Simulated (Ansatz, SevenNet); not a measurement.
For 2H-SiC, the machine-learned potential SevenNet-l3i5 (trained on PBE and PBE+U data) gives:

equilibrium lattice constant a: 3.093 Å
c axis length: 5.069 Å
elastic constant C11: 393 GPa
elastic constant C44: 104 GPa
Voigt–Reuss–Hill shear modulus: 123 GPa

**Question.** What does PBE0 in Ansatz (PAW) give for the same quantities?

**Answer.** 
- lattice constant a: 3.070 Å (falls by 0.7 %)
- lattice parameter c: 5.035 Å (decreases by 0.7 %)
- elastic constant C11: 538 GPa (goes up by 37 %)
- elastic constant C44: 165 GPa (rises by 59 %)
- Voigt–Reuss–Hill shear modulus: 200 GPa (grows by 63 %)

For comparison: lattice constant a 3.076 Å (measured, room temperature, no zero-point or thermal correction; as tabulated in Paulus et al. (1997), arXiv:cond-mat/9701136); lattice parameter c 5.048 Å (measured, room temperature, no zero-point or thermal correction; as tabulated in Paulus et al. (1997), arXiv:cond-mat/9701136).

Changes are worked out from the printed values.

Unless a cell is named, each level is at its own relaxed cell (SevenNet-l3i5 10.50, PBE0 10.28 Å³/atom).

Ansatz's density-functional and Hartree–Fock values are scalar-relativistic unless marked +SOC, with PAW data made under PBE.

Ansatz is a program for electronic structure.
